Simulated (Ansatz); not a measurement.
Energy needed to pull apart C2H5B (SMILES B1CC1), closed shell, into free ground-state atoms, from the structure below (displaced at random from a GFN2-xTB minimum); no zero-point or spin–orbit terms; open-shell atoms are treated unrestricted, in their ground-state multiplicity.

| atom | x (Å) | y (Å) | z (Å) |
| --- | --- | --- | --- |
| B1 | -0.9048 | -0.1081 | -0.4389 |
| C2 | 0.2643 | 0.7315 | 0.3123 |
| C3 | 0.3169 | -0.5414 | 0.1415 |
| H4 | -1.7765 | 0.0811 | -0.8502 |
| H5 | 0.8122 | 1.6233 | -0.1772 |
| H6 | 0.2663 | 1.1733 | 1.3095 |
| H7 | 0.6717 | -1.4491 | 0.8922 |
| H8 | 1.0287 | -0.9181 | -0.7608 |

Ansatz 0.2.0; basis: def2-TZVPP; cores frozen in the correlated methods.

| method | atomization energy (kcal/mol) |
| --- | --- |
| PBE-D4 | 676.2 |
| r2SCAN-D4 | ? |
| PBE0-D4 | 666.2 |
| r2SCANh-D4 | 661.2 |
| CAM-B3LYP-D4 | 662.9 |
| wB97M-V | ? |
| HF | 477.3 |
| MP2 | 645.4 |
| CCSD | 626.0 |
| CCSD(T) | 634.9 |

Question: What does wB97M-V give? (An estimate is asked for; the value comes from the calculation.)

Answer: The calculation gives: 661.3 kcal/mol, which is about 26.4 kcal/mol more than CCSD(T)/def2-TZVPP.

Question: What does r2SCAN-D4 give? (To be estimated.)

Answer: The calculation gives: 664.4 kcal/mol, which is about 29.6 kcal/mol more than CCSD(T)/def2-TZVPP.

In triple zeta the MP2 and coupled-cluster atomization energies are still short of their basis limit by a few kcal/mol a bond, whereas those of the functionals are nearly converged, so these differences are not deviations from converged CCSD(T).

The T1 diagnostic stays at or below 0.011.

For scale, one of the runs: CCSD(T)/def2-TZVPP forces, 163 basis functions (an equivalent command: `ansatz run in.yaml --threads 4`). Time: 54 s of wall clock on 4 CPU threads; the host was shared. Peak host memory: 2.5 GiB.
